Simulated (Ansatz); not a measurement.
Two shapes of triplet H2F2.

Shape 1:

```xyz
4

F    -1.0996   -0.7241    0.1345
H    -0.3532   -0.7664    0.6437
F     1.0943    0.7105   -0.1154
H     0.3517    0.7625   -0.6293
```

Shape 2:

```xyz
4

F    -0.6384    0.1749    1.0655
H    -0.1006   -0.5146    0.7550
F     0.6384   -0.1749   -1.0655
H     0.1006    0.5146   -0.7550
```

Basis set: def2-SVP (spherical functions). Left uncorrelated: 2 orbitals. Charge 0, multiplicity 3.

Computed with Ansatz (development build ahead of 0.2.0); each method stands on the lowest determinant of its kind that the runs found.

Task: Which shape is lower in energy, and by how much in each method?

Result:

| method | E(2) − E(1) (eV) |
| --- | --- |
| UHF | 0.084 |
| UHF-MP2 | 0.002 |

Shape 1 is lower. Caution: the determinant breaks the point group.
